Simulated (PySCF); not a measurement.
# Two probes of the same atoms: core binding energy and nuclear shielding

Species: 2-methyl-2-pentene, C₆H₁₂.
SMILES with atom numbers: `[CH3:1][CH2:2][CH:3]=[C:4]([CH3:5])[CH3:6]`

Binding energies: PySCF, delta-SCF UKS SCAN, pcX-2 on the ionised atom, pcseg-1 elsewhere, spin-free X2C. Shieldings: GIAO KT2/pcSseg-1, non-relativistic, same geometry.

```tsv
atom	C 1s (eV)
C1	290.36
C2	290.43
C3	289.60
C4	290.07
C5	290.49
C6	290.52
```

What are the absolute isotropic shieldings of these atoms?

```json
{"atom": "C3", "environment": "alkene CH carbon", "C 1s (eV)": "289.60", "isotropic shielding (ppm)": "56.8"}
{"atom": "C4", "environment": "fully substituted alkene carbon", "C 1s (eV)": "290.07", "isotropic shielding (ppm)": "53.7"}
{"atom": "C1", "environment": "methyl carbon", "C 1s (eV)": "290.36", "isotropic shielding (ppm)": "166.3"}
{"atom": "C2", "environment": "allylic carbon", "C 1s (eV)": "290.43", "isotropic shielding (ppm)": "156.5"}
{"atom": "C5", "environment": "allylic carbon", "C 1s (eV)": "290.49", "isotropic shielding (ppm)": "154.7"}
{"atom": "C6", "environment": "allylic carbon", "C 1s (eV)": "290.52", "isotropic shielding (ppm)": "165.2"}
```

Over these 6 sites the two quantities correlate at r = 0.88. By binding energy: C3 < C4 < C1 < C2 < C5 ≈ C6. By shielding: C4 < C3 < C5 < C2 < C6 < C1.

Isolated species at its PBE0-D3(BJ)/def2-SVP geometry (one conformer only).

Shape of the structure used: `[CH3:1][CH2:2][CH:3]=[C:4]([CH3:5])[CH3:6]`: C1–C2–C3–C4 -113°.
